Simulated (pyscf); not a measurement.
# Hydrogen abstraction: H₃C–N(CH₃)–AlH₂ + H atom (H•) → [H₃C–N(CH₃)–AlH]• + hydrogen (H₂)

Gas phase, doublet surface, charge 0. Bonds broken: Al4–H11. Bonds formed: H11–H13. PySCF, gas phase, ωB97X-D3(BJ)/def2-SVP geometries.

Transition state (Å):

```xyz
13

C      0.7049     0.5151    -0.3278
N     -0.6633     0.3506     0.1279
C     -1.2738    -0.8740    -0.3545
Al    -1.4983     1.5294     1.1666
H      1.3518    -0.3170     0.0131
H      1.1350     1.4534     0.0572
H      0.7665     0.5448    -1.4334
H     -0.7168    -1.7695    -0.0154
H     -1.3034    -0.9076    -1.4614
H     -2.3091    -0.9651     0.0112
H     -0.6185     2.8537     1.6022
H     -2.9957     1.2390     1.5998
H      0.2679     3.8386     1.8457
```

One imaginary mode, 706i cm⁻¹; descent along it reached the two sides named.

```json
[
 {"bond": "Al4–H11", "change": "breaks", "reactant side (Å)": "1.585", "saddle": "1.649", "product side": "3.8"},
 {"bond": "H11–H13", "change": "forms", "reactant side (Å)": "3.9", "saddle": "1.347", "product side": "0.761"}
]
```

Electronic energies relative to the separated reactants (eV):

| level | barrier | reaction energy | reverse barrier |
|---|---|---|---|
| ωB97X-D3(BJ)/def2-TZVP | 0.13 | -0.76 | 0.89 |
| PBE/def2-TZVP | -0.04 | -0.92 | 0.88 |
| r²SCAN/def2-TZVP | -0.10 | -0.97 | 0.87 |
| B3LYP-D3(BJ)/def2-TZVP | -0.05 | -0.94 | 0.89 |
| PBE0-D3(BJ)/def2-TZVP | 0.02 | -0.86 | 0.88 |
| M06-2X/def2-TZVP | 0.13 | -0.96 | 1.09 |
| ωB97M-D3(BJ)/def2-TZVP | 0.13 | -0.73 | 0.87 |
| HF/def2-TZVP | 0.43 | -0.59 | 1.02 |

With ωB97M-D3(BJ)/def2-TZVP energies and thermal terms (ideal gas, 1 atm, RRHO with modes under 100 cm⁻¹ raised to 100, one conformer, R ln 2 for rigid chiral ones), in eV:

```json
[
 {"T (K)": "298", "ΔH‡": "0.09", "ΔG‡": "0.33", "ΔH": "-0.66", "ΔG": "-0.73"},
 {"T (K)": "600", "ΔH‡": "0.08", "ΔG‡": "0.58", "ΔH": "-0.67", "ΔG": "-0.80"},
 {"T (K)": "900", "ΔH‡": "0.07", "ΔG‡": "0.83", "ΔH": "-0.69", "ΔG": "-0.86"},
 {"T (K)": "1200", "ΔH‡": "0.06", "ΔG‡": "1.08", "ΔH": "-0.73", "ΔG": "-0.91"}
]
```

At PBE, r²SCAN, B3LYP-D3(BJ) this geometry lies under the reactants; that is no barrier but a single point on another level's saddle; such a level's own saddle, if it has one, lies nearer that side and is low. H₃C–N(CH₃)–AlH₂ lies 1.60 eV over its isomer H₃C–Al(CH₃)–NH₂, and others may lie lower still (electronic energy, ωB97M-D3(BJ)). [H₃C–N(CH₃)–AlH]• lies 0.31 eV over its isomer [H₃C–Al(CH₃)–NH]•, and others may lie lower still (electronic energy, ωB97M-D3(BJ)). This is the saddle that the search found; another between the same sides may lie lower. The angle at the transferred H is 170°.
